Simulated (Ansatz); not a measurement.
Run this with the Python package of Ansatz (0.2.0) and show what comes out.

The script, `composite_c3h4.py`:
```python
"""Relax C3H4 cheaply, then refine its energy."""

import itertools

import ansatz as az
from ase.data import atomic_numbers, covalent_radii
import numpy as np

geometry_ang = [
    ("C", (-1.0018, 0.2845, -0.6866)),
    ("C", (-0.0114, -0.0091, -0.0043)),
    ("C", (1.0022, -0.3403, 0.6776)),
    ("H", (-1.8747, -0.2656, -0.6786)),
    ("H", (-1.0386, 1.2142, -1.3318)),
    ("H", (1.7976, -0.9694, 0.267)),
    ("H", (1.1879, 0.0177, 1.7109)),
]
c3h4 = az.Crystal.molecule()
for symbol, xyz in geometry_ang:
    c3h4 = c3h4.atom(symbol, xyz)

base = (
    c3h4.calculation()
    .basis(gaussian="def2-SVP")
    .functional("b3lyp")
)
symbols = [site.symbol for site in c3h4.cartesian_sites]
start = np.array([site.position_ang for site in c3h4.cartesian_sites], dtype=float)
rep = base.relax(force_tolerance=0.01).run(threads=1, backend="cpu").report
end = np.array(rep["positions_ang"])
# pairs closer than 1.2 times the sum of covalent radii, before or after
radius = [covalent_radii[atomic_numbers[s]] for s in symbols]
span = lambda where, i, j: np.linalg.norm(where[i] - where[j])
bonded = [(i, j) for i, j in itertools.combinations(range(len(symbols)), 2) if min(span(start, i, j), span(end, i, j)) < 1.2 * (radius[i] + radius[j])]
print("pair        before    after (A)")
for i, j in bonded:
    print(f"{symbols[i]}{i}-{symbols[j]}{j}".ljust(10), f"{span(start, i, j):8.4f} {span(end, i, j):8.4f}")

minimum = az.Crystal.molecule()
for symbol, place in zip(symbols, end):
    minimum = minimum.atom(symbol, place.tolist())
at_minimum = minimum.calculation()
# MP2 extrapolated to the basis limit, plus the small-basis difference CCSD(T) - MP2
level = lambda method, basis: at_minimum.basis(gaussian=basis).correlation(method).run(threads=1, backend="cpu").report
small, large, cluster = level("mp2", "cc-pVDZ"), level("mp2", "cc-pVTZ"), level("ccsd_t", "cc-pVDZ")
corr = lambda each: (each["free_energy_ev"] - each["reference_energy_ev"]) / 27.211386246
mp2_limit = (27 * corr(large) - 8 * corr(small)) / 19
pieces = {"HF / cc-pVTZ": large["reference_energy_ev"] / 27.211386246, "MP2 correlation, DZ-TZ limit": mp2_limit, "CCSD(T) - MP2 / cc-pVDZ": corr(cluster) - corr(small)}
for name, value in pieces.items():
    print(f"{name:32s} {value:14.6f} Ha")
print(f"{'sum':32s} {sum(pieces.values()):14.6f} Ha")
print("T1 diagnostic", round(cluster["correlation"]["coupled_cluster"]["t1_diagnostic"], 4))
```

Running `python composite_c3h4.py` prints:
```text
pair        before    after (A)
C0-C1        1.2380   1.3095
C0-H3        1.0318   1.0959
C0-H4        1.1322   1.0959
C1-C2        1.2657   1.3095
C2-H5        1.0941   1.0958
C2-H6        1.1092   1.0959
HF / cc-pVTZ                        -115.904131 Ha
MP2 correlation, DZ-TZ limit          -0.513784 Ha
CCSD(T) - MP2 / cc-pVDZ               -0.051254 Ha
sum                                 -116.469169 Ha
T1 diagnostic 0.0118
```

Reading the output:
- Total energies depend on the basis set; only differences at equal settings carry meaning.
- The sum leaves out core correlation, relativity, the Hartree-Fock basis error and zero-point energy; a DZ-TZ extrapolation is rough.
- b3lyp holds the VWN-RPA fit, as in Gaussian; the form of ORCA and Turbomole is b3lyp5.
- Inner cores stay frozen, so this is valence correlation.
- An extrapolation from small basis sets is rough.
- Finished in 8.9 s on 1 thread of Arm Neoverse V2, on a shared host, peak memory 0.28 GiB.
